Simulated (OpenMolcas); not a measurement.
# CF4 (tetrafluoromethane): levels of theory compared

Wanted: a comparison of 6 runs (HF/STO-3G, B2PLYP/aug-cc-pVDZ, BHLYP/aug-cc-pVDZ, PBE0/aug-cc-pVDZ, TPSS/aug-cc-pVDZ, MP2/aug-cc-pVDZ) of CF4 (tetrafluoromethane). 

The calculation is run with OpenMolcas 26.06.

### Step 1. The system as given

The species is CF4 (5 atoms), meant as a singlet with charge 0. As SMILES, `FC(F)(F)F`. The shape is that of a PBE0-D4/def2-TZVP optimisation.

Bond lengths: F1–C2 1.318 Å, C2–F3 1.318 Å, C2–F4 1.318 Å, C2–F5 1.318 Å. Angles: F1–C2–F3 109.5°, F1–C2–F4 109.5°, F1–C2–F5 109.5°, F3–C2–F4 109.5°, F3–C2–F5 109.5°, F4–C2–F5 109.5°.

### Step 2. Energy and forces at HF/STO-3G (run 1)

The input, coord.xyz:

```xyz
5

F     -0.850100     0.025300     0.989500
C      0.010000    -0.014700    -0.008300
F      1.157500    -0.501300     0.420100
F     -0.464000    -0.786000    -0.966200
F      0.196600     1.203000    -0.476700
```

The input, mol.input:

```
>>> EXPORT MOLCAS_PRINT=2

&GATEWAY
  BasLib = $CurrDir
  Coord = coord.xyz
  Basis = STO-3G
  Group = NoSym

&SEWARD

&SCF
  Thresholds = 1e-10 1e-07 1e-07 1e-05
  PrOrbitals = 1 1

&ALASKA
```

The basis set STO-3G is read from a file made from the Basis Set Exchange's data (not shown).

On the command line:

```sh
$ export MOLCAS_MEM=1860
$ pymolcas mol.input > mol.log
```

Log:

```text
--- Start Module: gateway ---
[...]
--- Stop Module: gateway /rc=_RC_ALL_IS_WELL_ ---
[...]
      Basis functions           25
[...]
--- Start Module: scf ---
[...]
       Convergence after  10 Iterations
[...]
::    Total SCF energy                               -429.5690735986
[...]
      Total spin, S                                     0.0000000000
[...]
      Total electronic charge=   42.000000
      Total            charge=   -0.000000
[...]
      Dipole Moment (debye):
      Origin of the operator (angstrom)=    0.0100   -0.0147   -0.0083
                   X= -3.5106E-06               Y=  3.3535E-04               Z=  1.8074E-04           Total=  3.8097E-04
      Quadrupole Moment (debye*angstrom):
[...]
--- Stop Module: scf /rc=_RC_ALL_IS_WELL_ ---
--- Start Module: alaska ---
[...]
 *              Molecular gradients               *
 **************************************************
  Irreducible representation: a
 ------------------------------------------------------------------------------------------
                              X                       Y                       Z
 ------------------------------------------------------------------------------------------
  F1                4.49024965288150E-02   -2.10598232103687E-03   -5.20905326011096E-02
  C2               -6.15143143157387E-06    6.26868573296302E-05    5.42680324702866E-05
  F3               -5.98777687635668E-02    2.53794095670301E-02   -2.23515984508778E-02
  F4                2.47179339865040E-02    4.02182545682876E-02    4.99546396045076E-02
  F5               -9.73651032027512E-03   -6.35543686716495E-02    2.44332234150244E-02
 ------------------------------------------------------------------------------------------
--- Stop Module: alaska /rc=_RC_ALL_IS_WELL_ ---
[...]
```

It took 1.2 s on 1 thread of Intel Xeon 6975P-C (Granite Rapids), shared host; peak memory 0.37 GiB.

### Step 3. A single-point energy at B2PLYP/aug-cc-pVDZ (run 2)

The input, struct.xyz:

```xyz
5

F     -0.850100     0.025300     0.989500
C      0.010000    -0.014700    -0.008300
F      1.157500    -0.501300     0.420100
F     -0.464000    -0.786000    -0.966200
F      0.196600     1.203000    -0.476700
```

The input, run.input:

```
* CF4 Kohn-Sham DFT
>>> EXPORT MOLCAS_PRINT=2

&GATEWAY
 BasLib=$CurrDir
 Coord=struct.xyz
 Basis=aug-cc-pVDZ
 Group=NoSym

&SEWARD
 GridInput
 Grid=UltraFine
 End of Grid

&SCF
 KSDFT=B2PLYP_SCF
 Thresholds=1e-10 1e-07 1e-07 1e-05
 PrOrbitals=1 1

&MBPT2
 Frozen=5
```

The basis set aug-cc-pVDZ is read from a file made from the Basis Set Exchange's data (not shown).

On the command line:

```sh
$ export MOLCAS_MEM=1860
$ pymolcas run.input > run.log
```

Log:

```text
--- Start Module: gateway ---
[...]
--- Stop Module: gateway /rc=_RC_ALL_IS_WELL_ ---
[...]
      Basis functions          115
[...]
--- Start Module: scf ---
[...]
       Convergence after  11 Iterations
[...]
::    Total KS-DFT energy                            -436.9454375224
[...]
      Total spin, S                                     0.0000000000
[...]
      Total electronic charge=   42.000000
      Total            charge=   -0.000000
[...]
      Dipole Moment (debye):
      Origin of the operator (angstrom)=    0.0100   -0.0147   -0.0083
                   X= -1.9428E-05               Y=  4.2188E-04               Z=  2.7688E-04           Total=  5.0499E-04
      Quadrupole Moment (debye*angstrom):
[...]
--- Stop Module: scf /rc=_RC_ALL_IS_WELL_ ---
[...]
--- Start Module: mbpt2 ---
[...]
 ###    WARNING: MP2 implementation intended for RHF references only         ###
 ###############################################################################
MBPT2 WARNING: Reference function according to RunFile:KS-DFT
I'll assume you know what you're doing and continue
WARNING!
Default frozen orbitals as non valence orbitals is overwritten by user input.
Default values:   5
[...]
       Reference weight ( Cref**2 )         =        0.76689
::    Total MBPT2 energy                             -438.0672695740
[...]
      Total MBPT2 calculations                           0.59      0.68
--- Stop Module: mbpt2 /rc=_RC_ALL_IS_WELL_ ---
[...]
```

Run time: 24 s. Hardware: 1 thread of Intel Xeon 6975P-C (Granite Rapids), shared host; peak memory 0.7 GiB.

Run 3 isn't shown in full; the table further down has it.

### Step 4. Energy and gradient at PBE0/aug-cc-pVDZ (run 4)

The input, job.input:

```
* CF4 Kohn-Sham DFT

&gateway
 baslib=$CurrDir
 coord
 5
 angstrom
 F       -0.850100       0.025300       0.989500
 C        0.010000      -0.014700      -0.008300
 F        1.157500      -0.501300       0.420100
 F       -0.464000      -0.786000      -0.966200
 F        0.196600       1.203000      -0.476700
 basis=aug-cc-pVDZ
 group=NoSym

&seward
 gridinput
 Grid=UltraFine
 End of Grid

&scf
 ksdft=PBE0
 thresholds=1e-10 1e-07 1e-07 1e-05
 prorbitals=0

&alaska
```

The basis set aug-cc-pVDZ is read from a file made from the Basis Set Exchange's data (not shown).

On the command line:

```sh
$ export MOLCAS_MEM=1860
$ pymolcas job.input > job.log
```

Log:

```text
--- Start Module: gateway ---
[...]
--- Stop Module: gateway /rc=_RC_ALL_IS_WELL_ ---
[...]
      Basis functions          115
[...]
--- Start Module: scf ---
[...]
       Convergence after  12 Iterations
[...]
::    Total KS-DFT energy                            -437.1346704195
[...]
      Total spin, S                                     0.0000000000
[...]
      Total electronic charge=   42.000000
      Total            charge=   -0.000000
[...]
      Dipole Moment (debye):
      Origin of the operator (angstrom)=    0.0100   -0.0147   -0.0083
                   X= -1.7203E-05               Y=  4.0515E-04               Z=  2.7245E-04           Total=  4.8854E-04
      Quadrupole Moment (debye*angstrom):
[...]
--- Stop Module: scf /rc=_RC_ALL_IS_WELL_ ---
[...]
--- Start Module: alaska ---
[...]
 *              Molecular gradients               *
 **************************************************
  Irreducible representation: a
 ------------------------------------------------------------------------------------------
                              X                       Y                       Z
 ------------------------------------------------------------------------------------------
  F1                5.71123168520593E-03   -2.81723470413775E-04   -6.62378126926555E-03
  C2               -4.45148430420906E-06    4.47043948765935E-05    3.29116862686660E-05
  F3               -7.60616697364469E-03    3.21490939818148E-03   -2.83651659774975E-03
  F4                3.13355215029532E-03    5.09672762349922E-03    6.33403626004991E-03
  F5               -1.23416537760201E-03   -8.07461794611442E-03    3.09334992057586E-03
 ------------------------------------------------------------------------------------------
--- Stop Module: alaska /rc=_RC_ALL_IS_WELL_ ---
[...]
```

It took 30 s on 1 thread of Intel Xeon 6975P-C (Granite Rapids), shared host; peak memory 0.7 GiB.

Run 5 isn't shown in full; the table further down has it.

### Step 5. The energy at MP2/aug-cc-pVDZ (run 6)

The input, job.inp:

```
* CF4 MP2

&GATEWAY
  BasLib=$CurrDir
  Coord
  5
  angstrom
  F       -0.850100       0.025300       0.989500
  C        0.010000      -0.014700      -0.008300
  F        1.157500      -0.501300       0.420100
  F       -0.464000      -0.786000      -0.966200
  F        0.196600       1.203000      -0.476700
  Basis=aug-cc-pVDZ
  Group=NoSym

&SEWARD

&SCF
  Thresholds=1e-10 1e-07 1e-07 1e-05
  PrOrbitals=1 1

&MBPT2
  Frozen=5
```

The basis set aug-cc-pVDZ is read from a file made from the Basis Set Exchange's data (not shown).

On the command line:

```sh
$ export MOLCAS_MEM=1860
$ pymolcas job.inp > job.log
```

Log:

```text
--- Start Module: gateway ---
[...]
--- Stop Module: gateway /rc=_RC_ALL_IS_WELL_ ---
[...]
      Basis functions          115
[...]
--- Start Module: scf ---
[...]
       Convergence after  11 Iterations
[...]
::    Total SCF energy                               -435.6947252123
[...]
      Total spin, S                                     0.0000000000
[...]
      Total electronic charge=   42.000000
      Total            charge=   -0.000000
[...]
      Dipole Moment (debye):
      Origin of the operator (angstrom)=    0.0100   -0.0147   -0.0083
                   X= -1.7147E-05               Y=  4.4057E-04               Z=  2.8410E-04           Total=  5.2451E-04
      Quadrupole Moment (debye*angstrom):
[...]
--- Stop Module: scf /rc=_RC_ALL_IS_WELL_ ---
[...]
--- Start Module: mbpt2 ---
[...]
WARNING!
Default frozen orbitals as non valence orbitals is overwritten by user input.
Default values:   5
[...]
       Reference weight ( Cref**2 )         =        0.83134
::    Total MBPT2 energy                             -436.6322936031
[...]
      Total MBPT2 calculations                           0.58      0.67
--- Stop Module: mbpt2 /rc=_RC_ALL_IS_WELL_ ---
[...]
```

Wall time 12 s (1 thread of Intel Xeon 6975P-C (Granite Rapids), shared host); peak memory 0.7 GiB.

### Step 6. All runs side by side

```
run               level      task  frozen core orbitals  energy (Eh)  dipole moment (D) of the reference  HOMO energy (eV)  LUMO energy (eV)  wall time
  1           HF/STO-3G  gradient                     –  -429.569074                                0.00            -13.30             16.78      1.2 s
  2  B2PLYP/aug-cc-pVDZ    energy                     5  -437.248332                                0.00            -14.94              1.05       24 s
  3   BHLYP/aug-cc-pVDZ  gradient                     –  -437.381708                                0.00            -14.94              0.86       30 s
  4    PBE0/aug-cc-pVDZ  gradient                     –  -437.134670                                0.00            -12.66              0.56       30 s
  5    TPSS/aug-cc-pVDZ  gradient                     –  -437.579855                                0.00            -10.51              0.06       37 s
  6     MP2/aug-cc-pVDZ    energy                     5  -436.632294                                0.00            -18.65              2.16       12 s
```

### Step 7. What came out

| quantity | value |
| --- | --- |
| run 6: total energy | -436.63229 Eh |
| run 6: dipole moment (mean-field density) | 0.00 D |
| run 6: HOMO energy (Hartree–Fock orbitals) | -18.65 eV |
| run 6: LUMO energy (Hartree–Fock orbitals) | 2.16 eV |
| run 6: HOMO–LUMO gap (Hartree–Fock orbitals) | 20.81 eV |
| run 6: correlation energy (5 core orbitals frozen) | -937.6 mEh |

In words: Over runs 1, 2, 3, 4, 5 the HOMO–LUMO gap runs from 10.57 eV (TPSS/aug-cc-pVDZ) to 30.08 eV (HF/STO-3G). The two ends differ in method and basis. For B2PLYP the log adds the whole second-order term; the table takes 0.27 of it, as the functional is defined. Totals of different functionals can't be ranked against each other. In run 1 the basis is minimal, so the values are rough. All runs together took 2.2 min, the longest 37 s.
